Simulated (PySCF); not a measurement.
**C₄H₆O: calculation and literature**

Molfile (atoms numbered from 1):
```
C4H6O
     RDKit          3D

 11 10  0  0  0  0  0  0  0  0999 V2000
    1.1648   -0.8486    2.0674 C   0  0  0  0  0  0  0  0  0  0  0  0
    1.1920   -0.2260    1.0446 C   0  0  0  0  0  0  0  0  0  0  0  0
    1.2220    0.4366   -0.0745 O   0  0  0  0  0  0  0  0  0  0  0  0
    0.2180    0.0981   -1.0235 C   0  0  0  0  0  0  0  0  0  0  0  0
   -1.1782    0.4841   -0.5523 C   0  0  0  0  0  0  0  0  0  0  0  0
    1.1941   -1.3517    2.9838 H   0  0  0  0  0  0  0  0  0  0  0  0
    0.2599   -0.9779   -1.2398 H   0  0  0  0  0  0  0  0  0  0  0  0
    0.4912    0.6548   -1.9235 H   0  0  0  0  0  0  0  0  0  0  0  0
   -1.4230   -0.0504    0.3639 H   0  0  0  0  0  0  0  0  0  0  0  0
   -1.9076    0.2307   -1.3167 H   0  0  0  0  0  0  0  0  0  0  0  0
   -1.2277    1.5529   -0.3554 H   0  0  0  0  0  0  0  0  0  0  0  0
  1  2  3  0
  2  3  1  0
  3  4  1  0
  4  5  1  0
  1  6  1  0
  4  7  1  0
  4  8  1  0
  5  9  1  0
  5 10  1  0
  5 11  1  0
M  END
```

PySCF 2.14.0 with density-fitted response routines calculation with σ from GIAO-PBE0/pcSseg-1 and GFN2-xTB geometry; a single conformation, no solvent model, non-relativistic, equivalent nuclei averaged.

Reference values: measured (solution, not stated per compound (mostly CDCl3 or CCl4); Pretsch, Buehlmann, Badertscher, Structure Determination of Organic Compounds, 4th ed. (2009)).
```csv
atoms,quantity,reference,computed,"computed, scaled"
C2,δ 13C,90.9,94.1,89.5
C1,δ 13C,26.5,32.4,29.4
```

Computed shifts are σ(ref) − σ with the named reference compound (TMS for H and C) calculated as an isolated molecule at the same level. The measured values may be among those fitted. Empirical linear scaling, fitted to shifts measured mostly in CDCl3 for H and C (δ vs TMS): 13C (scatter 2.1 ppm rms, 2.3 ppm with the 13 outliers that the fit left out). Occasional misses reach two or three times the rms, and more in compound classes unlike the fitted ones.

**Question.** How far are the unscaled 13C shifts from the references?

**Answer.** Mean signed difference +4.55 ppm, mean absolute 4.55 ppm over 2 comparisons; the largest is +5.9 ppm at C1 (terminal alkyne carbon).
